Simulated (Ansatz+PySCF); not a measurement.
**singlet B2H6: levels of theory in one basis**

```xyz
8

B     0.0483   -0.0074    0.8701
B    -0.0363   -0.0218   -0.8543
H     1.0037   -0.0365   -0.0325
H    -0.9939    0.0237   -0.0440
H    -0.0340    1.0579    1.5028
H    -0.0394   -1.0271    1.4480
H    -0.0403    1.0804   -1.4601
H    -0.0103   -1.0986   -1.4802
```

Basis set: def2-SVP (spherical functions). Left uncorrelated: 2 orbitals. Charge 0, multiplicity 1.

Computed with Ansatz (development build ahead of 0.2.0); each method stands on the lowest determinant of its kind that the runs found.

| method | E − E(RHF) (eV) | <S²> of the determinant |
| --- | --- | --- |
| RHF | 0.00 | 0.00 |
| RHF-MP2 | -5.91 | – |
| RHF-CCSD(T) | -7.21 | – |

What does RHF-CCSD give on the same scale?

-7.03 eV.

Is a single determinant a sound starting point here?

By this sign, yes. Unrestricted orbitals gain 0.00 eV and <S²> is 0.00 against 0.00 for a pure state.
